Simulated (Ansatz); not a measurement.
# BHSCl (SMILES S[B]Cl): levels of theory compared

Wanted: a comparison of 6 runs (UHF/STO-3G, U-r2SCAN0/STO-3G, U-wB97M-V/STO-3G, UMP2/STO-3G, UCCSDT/STO-3G, UCCSD/STO-3G) of BHSCl. 

Program for the calculation: Ansatz 0.2.0.

75 further runs of the same task are left out: 2 that didn't finish, 73 set aside as unsound or not needed.

## 1. The structure to begin with

BHSCl: 4 atoms, total charge 0, spin state doublet. SMILES: `S[B]Cl`. The B2–S1 distance was set to 3.532 Å, away from the relaxed value. At this shape a bond of the SMILES string is far longer than usual.

Bond lengths: B2–Cl3 1.722 Å, S1–H4 1.344 Å.

## 2. A single-point energy at UHF/STO-3G (run 1)

File job.yaml:

```yaml
crystal:
  periodic: [false, false, false]
  atoms:
    - symbol: S
      position_ang: [1.432387, -2.053881, 1.408587]
    - symbol: B
      position_ang: [-0.299600, 0.475700, -0.345800]
    - symbol: Cl
      position_ang: [-2.014100, 0.616000, -0.427300]
    - symbol: H
      position_ang: [2.668887, -1.627681, 1.098587]
basis:
  gaussian: {orbitals: STO-3G}
magnetization: {spin_polarized: true, initial_magnetization: 1}
accuracy: high
hamiltonian: {xc: hf}
```

Launch:

```sh
$ ansatz run job.yaml --threads 1 --pin off --max-ram 2610MiB --events-out events.jsonl --progress --plain --runs-dir runs
```

The log of the run:

```text
Warning: RAYON_NUM_THREADS=1 ignored (pool sized by the plan → 1); use --threads N
Functional definition: HF
  name "HF"
  exchange = exact_x
  correlation = 0
391 factors; integrals over basis functions are off by at most 2.7e-8 eV
mean field evaluation 1: about -23740.2739 eV, gradient 1.5e1 eV
mean field evaluation 2: about -23740.3011 eV, gradient 1.5e1 eV
mean field evaluation 4: about -23743.6061 eV, gradient 1.1e0 eV
mean field evaluation 8: about -23743.6374 eV, gradient 1.6e-1 eV
mean field evaluation 16: about -23743.7425 eV, gradient 4.7e-4 eV
mean field evaluation 32: about -23743.7330 eV, gradient 2.0e-2 eV
mean field evaluation 64: about -23743.6270 eV, gradient 1.2e0 eV
mean field evaluation 96: about -23743.6822 eV, gradient 7.8e-1 eV
mean field evaluation 128: about -23741.0574 eV, gradient 7.7e0 eV
mean field evaluation 160: about -23743.6097 eV, gradient 1.6e-1 eV
mean field evaluation 192: about -23743.7038 eV, gradient 2.0e-1 eV
mean field -23743.74252999 eV, -872.5664438905 hartree, gradient 2.9e-8 eV, S^2 1.075856; 6 other end points of the search recorded, 0 dependent functions left out
reference -23743.74252999 eV, -872.5664438905 hartree; 20, 19 occupied and 4, 5 virtual orbitals, 391 factors
Total energy: -23743.74252999 eV, -872.5664438905 hartree
```

Run time: 0.79 s. Hardware: 1 thread of Arm Neoverse V1, shared host.

## 3. The energy at U-r2SCAN0/STO-3G (run 2)

File in.yaml:

```yaml
crystal:
  periodic: [false, false, false]
  atoms:
    - {symbol: S, position_ang: [1.432387, -2.053881, 1.408587]}
    - {symbol: B, position_ang: [-0.299600, 0.475700, -0.345800]}
    - {symbol: Cl, position_ang: [-2.014100, 0.616000, -0.427300]}
    - {symbol: H, position_ang: [2.668887, -1.627681, 1.098587]}
basis:
  gaussian:
    orbitals: STO-3G
magnetization:
  spin_polarized: true
  initial_magnetization: 1
hamiltonian:
  xc: {name: r2SCAN0}
accuracy: high
```

Launch:

```sh
$ ansatz run in.yaml --threads 1 --pin off --max-ram 2610MiB --events-out events.jsonl --progress --plain --runs-dir runs
```

The log of the run:

```text
Warning: RAYON_NUM_THREADS=1 ignored (pool sized by the plan → 1); use --threads N
Functional definition: r2SCAN0
  name "r2SCAN0"
  parameter a = 0.25
  parameter k0 = 0.174
  parameter k1 = 0.065
  parameter a1 = 4.9479
  exchange = (1 - a)*r2scan_x(k0 = k0, k1 = k1, a1 = a1) + a*exact_x
  correlation = r2scan_c
391 factors; integrals over basis functions are off by at most 2.7e-8 eV
mean field evaluation 1: about -23778.9609 eV, gradient 9.0e0 eV
mean field evaluation 2: about -23779.2202 eV, gradient 1.0e1 eV
mean field evaluation 4: about -23780.0795 eV, gradient 3.3e-1 eV
mean field evaluation 8: about -23780.0763 eV, gradient 1.2e-1 eV
mean field evaluation 16: about -23780.0993 eV, gradient 7.2e-3 eV
mean field evaluation 32: about -23780.0926 eV, gradient 1.9e-1 eV
mean field -23780.09929376 eV, -873.9025303153 hartree, gradient 7.0e-8 eV, S^2 0.901087; 6 other end points of the search recorded, 0 dependent functions left out
reference -23780.09929432 eV, -873.9025303362 hartree; 20, 19 occupied and 4, 5 virtual orbitals, 391 factors
Total energy: -23780.09929432 eV, -873.9025303362 hartree
```

Run time: 19 s. Hardware: 1 thread of Arm Neoverse V1, shared host; peak memory 0.24 GiB.

Runs 3 to 5 aren't shown in full; the table further down has their settings and results.

## 4. A single-point energy at UCCSD/STO-3G (run 6)

File input.yaml:

```yaml
crystal:
  periodic: [false, false, false]
  atoms:
    - {symbol: S, position_ang: [1.432387, -2.053881, 1.408587]}
    - {symbol: B, position_ang: [-0.299600, 0.475700, -0.345800]}
    - {symbol: Cl, position_ang: [-2.014100, 0.616000, -0.427300]}
    - {symbol: H, position_ang: [2.668887, -1.627681, 1.098587]}
basis:
  gaussian:
    orbitals: STO-3G
magnetization:
  spin_polarized: true
  initial_magnetization: 1
correlation:
  method: ccsd
  frozen_orbitals: {B: 1, Cl: 5, H: 0, S: 5}
accuracy: high
scf:
  omitted_lower_state_checks: [cluster_reference, increment]
```

Launch:

```sh
$ ansatz run input.yaml --threads 1 --pin off --max-ram 2610MiB --events-out events.jsonl --progress --plain --runs-dir runs
```

The log of the run:

```text
Warning: RAYON_NUM_THREADS=1 ignored (pool sized by the plan → 1); use --threads N
[... 17 lines left out ...]
11 core orbitals not correlated: weight in the atoms' cores, before any rotation towards them, 1.000 or more for the frozen orbitals, at most 0.000 for the correlated occupied ones
[... 55 lines left out ...]
Total energy: -23745.91913418 eV, -872.6464326191 hartree
Checks for a lower state left out: cluster_reference, increment
```

Run time: 1.4 s. Hardware: 1 thread of Arm Neoverse V1, shared host.

## 5. Overview of the runs

```csv
run,level,frozen core orbitals,energy (Eh),⟨S²⟩,wall time
1,UHF/STO-3G,–,-872.566444,1.076,0.79 s
2,U-r2SCAN0/STO-3G,–,-873.902530,0.901,19 s
3,U-wB97M-V/STO-3G,–,-874.007086,0.751,69 s
4,UMP2/STO-3G,11,-872.611667,1.076,1.1 s
5,UCCSDT/STO-3G,11,-872.649039,1.076,3 s
6,UCCSD/STO-3G,11,-872.646433,1.076,1.4 s
```

## 6. Outcome

| quantity | value |
| --- | --- |
| run 6: total energy | -872.64643 Eh |
| run 6: correlation energy (11 core orbitals frozen) | -80.0 mEh |
| run 6: ⟨S²⟩ of the reference determinant | 1.076 |
| run 6: T1 diagnostic | 0.060 |

**Reading.** Below the UHF energy at the same shape and in the same basis (STO-3G): UMP2 -45.2 mEh; UCCSDT -82.6 mEh; UCCSD -80.0 mEh. Totals of different functionals can't be ranked against each other. In runs 1, 2, 3, 4, 5, 6 the basis is minimal, so the values are rough. Spin contamination of the reference: run 1 ⟨S²⟩ = 1.08, run 4 ⟨S²⟩ = 1.08, run 5 ⟨S²⟩ = 1.08, run 6 ⟨S²⟩ = 1.08, run 2 ⟨S²⟩ = 0.90. All runs together took 94 s, the longest 69 s.
